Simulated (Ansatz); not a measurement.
A made-up structure of CH$_{6}$NSi (charge +1), closed shell:

```xyz
9
angstrom
C 0.1624 0.4552 0.2335
N -0.3631 0.3775 -1.1320
Si 0.3647 -0.7643 1.3070
H -0.6059 -0.5867 -1.3593
H -1.1972 0.9591 -1.2119
H 0.3430 0.7074 -1.7901
H 0.4350 1.4363 0.5280
H -0.0171 -2.1154 0.8788
H 0.9151 -0.4251 2.6248
```

It is relaxed with PBE-D4/def2-SVP and then PBE0-D4/def2-TZVP (Ansatz 0.2.0). Atoms count as bonded within 1.22 times the sum of their covalent radii (H–H: 0.88 Å). The end point is not checked to be a true minimum.

Does its bonding change? (A judgement: the text doesn't fix the answer.)

The calculation gives: No: no bond forms or breaks.

Where it ends: The first stage lowers the energy by 0.29 eV in 6 steps. It ends as CH₆NSi ([NH3][CH][SiH2]), total charge +1:
```xyz
9
angstrom
C 0.1707 0.4998 0.2362
N -0.3601 0.3921 -1.1309
Si 0.3721 -0.7933 1.3382
H -0.6083 -0.5692 -1.3722
H -1.2050 0.9586 -1.2567
H 0.3202 0.7086 -1.8292
H 0.4315 1.5214 0.4842
H -0.0028 -2.1623 0.9380
H 0.9186 -0.5117 2.6712
```

Labels in which every atom is bracketed show which atoms are joined, not bond orders.

For scale, one of the runs: PBE0-D4/def2-TZVP relaxation, 135 basis functions, launched by `ansatz run in.yaml --threads 2 --pin off --events-out ev --progress --plain --max-ram 4352MiB`. The run took about 16 s on 2 CPU threads of an Arm Neoverse V1 (shared host).
